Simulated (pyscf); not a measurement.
Structures and frequencies: ωB97X-D3(BJ)/def2-SVP in PySCF. Correlated levels are frozen-core, on RHF or UHF. ΔMP2 is the change of the MP2 total energy from the triple- to the quadruple-zeta basis.

Task: For the elementary gas-phase step H₂N–Si:–Cl [singlet] -> HN=SiH–Cl (singlet surface; H–N broken, H–Si formed), what barrier and reaction energy does CCSD(T)/def2-TZVPP + ΔMP2(QZVPP) give, measured from the reactant's lowest minimum found?

Result: ΔE‡ = 68.4 kcal/mol, ΔE = +23.4 kcal/mol. Zero-point energy shifts the barrier by -4.2 kcal/mol. It is a hydrogen shift, with an imaginary mode of 1313i cm⁻¹. The same reactants have a lower exit, to HN=Si: [singlet] + HCl (barrier +54.7 kcal/mol at ωB97M-D3(BJ), against +72.5 kcal/mol here). This is the saddle that the search found; another between the same sides may lie lower. The CCSD(T) − MP2 part came from Ansatz, without density fitting, on the same reference.
